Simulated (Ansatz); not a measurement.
We consider body-centred tetragonal In, described by r²SCAN in Ansatz (plane waves, PAW).

Settings: plane-wave cutoff 560 eV, 24×24×24 k mesh, Fermi–Dirac smearing 0.05 eV, scalar-relativistic PAW data made under PBE.

Energies at three volumes about the minimum:

```
V (Å³/atom)  E − E_lowest (meV/atom)
-----------  -----------------------
25.748                          1.39
26.274                          0.00
26.799                          1.38
```

Question: Fit a parabola by hand: where is the minimum, and what is the bulk modulus?

Answer: Slopes: (0.00 − 1.39)/(26.274 − 25.748) = -2.643 and (1.38 − 0.00)/(26.799 − 26.274) = 2.629 meV/Å³. Curvature E″ = 2 × (2.629 − (-2.643))/(26.799 − 25.748) = 10.032 meV/Å⁶. From the middle of the first interval, the slope vanishes at V0 = 26.0110 − (-2.643)/10.032 = 26.274 Å³/atom. B = V0 E″ = 26.274 × 10.032 meV/Å³ × 0.1602 GPa per meV/Å³ = 42.2 GPa. The full Birch–Murnaghan fit to all volumes gives V0 = 26.264 Å³/atom and B0 = 42.3 GPa.

Shape and atoms are relaxed at each volume.

Measured, for comparison: bulk modulus 44.7 GPa, equilibrium volume per atom 25.70 Å³/atom (copied from a table, unchecked, extrapolated to 0 K and zero-point effects removed; as tabulated in Lejaeghere et al. (2013), arXiv:1204.2733). Computed less measured: bulk modulus not scored (unchecked), equilibrium volume per atom not scored (unchecked).

Ansatz is a program for electronic structure.
